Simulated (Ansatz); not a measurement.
**A barrier at the coupled-cluster level**

Start structure (CH7OSi, doublet), relaxed at PBE0-D4/def2-TZVP:

H1  (0.399, -0.658, -0.421)
O2  (0.639, -0.088, -1.163)
Si3  (0.168, 1.484, -1.069)
C4  (-0.312, -1.645, 1.423)
H5  (0.756, 2.170, 0.117)
H6  (-1.313, 1.616, -0.976)
H7  (0.648, 2.138, -2.309)
H8  (0.280, -1.027, 2.083)
H9  (-1.353, -1.406, 1.252)
H10  (0.088, -2.583, 1.064)
(Å)

The step: SiH₄O ([OH][SiH3]) + CH₃ → SiH₃O ([O][SiH3]) + CH₄; bonds formed: H1–C4; bonds broken: H1–O2. Computed with Ansatz 0.2.0 (basis: def2-TZVPP and def2-QZVPP); correlated methods freeze the cores; orbitals are unrestricted. Extrapolation: Hartree–Fock as exp(−7.88 √X), correlation as X^−2.97. Energies below are by CCSD(T) at an estimated basis limit (MP2 extrapolated from triple and quadruple zeta, plus CCSD(T) − MP2 in triple zeta).

What are the electronic barrier and the energy of the step, from the start structure to the end structure? (Judge from chemistry; the value comes from the calculation.)

Computed: Barrier 0.941 eV; step energy 0.670 eV (uphill); reverse barrier, their difference, 0.271 eV. Barrier and step energy count from the start structure, the reverse barrier from the end structure.

The saddle point: One imaginary mode of 723i cm⁻¹.
```json
{"pair": "H1–C4", "start (Å)": "2.21", "saddle (Å)": "1.20", "end (Å)": "1.09"}
{"pair": "H1–O2", "start (Å)": "0.97", "saddle (Å)": "1.35", "end (Å)": "2.46"}
```

Zero-point energy (harmonic, PBE0-D4): ZPE is 1.898 eV at the start and 1.856 eV at the saddle, so the barrier goes from 0.941 to 0.899 eV.

T1 diagnostic: at most 0.023. ⟨S²⟩ of the unrestricted Hartree–Fock references: 0.76 to 0.78 (a pure state has 0.75).

Radical steps of this kind take place in plasma deposition and etching.

Labels in which every atom is bracketed show which atoms are joined, not bond orders.

For scale, one of the runs: CCSD(T)/def2-TZVPP, 202 basis functions, launched by `ansatz run in.yaml --threads 4 --pin off --events-out ev --progress --plain --max-ram 9574MiB`. Time: 2.7 min of wall clock on 4 CPU threads of an Arm Neoverse V1; the host was shared. Peak host memory: 6.5 GiB.
